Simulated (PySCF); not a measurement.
Gas-phase reaction: SiF4 + HF + 3 SiHF → 4 SiHF2

Method: PySCF energies (xtb for GFN2) plus ideal-gas RRHO corrections (1 bar). † marks an energy on the PBE0/def2-TZVP geometry and frequencies; other levels use their own. Open shells (unrestricted): SiHF2 (multiplicity 2); the rest are closed-shell singlets. GFN2 has no spin-polarisation term. SiHF, SiHF2: computed as isolated molecules; such fragments, hydroxides, amides, oligomers or adducts are transient or little studied in the gas.

```tsv
level	ΔH°(298 K), kJ
GFN2-xTB	-16
PBE0/def2-QZVP†	___
PBE0/def2-SVP†	___
PBE0/def2-TZVP	-78
r2SCAN/def2-TZVP†	-131
ωB97X-V/def2-TZVP†	___
```

Question: Complete the blanks.

Answer: 
- PBE0/def2-QZVP†, ΔH°(298 K), kJ: -75
- PBE0/def2-SVP†, ΔH°(298 K), kJ: -59
- ωB97X-V/def2-TZVP†, ΔH°(298 K), kJ: -40
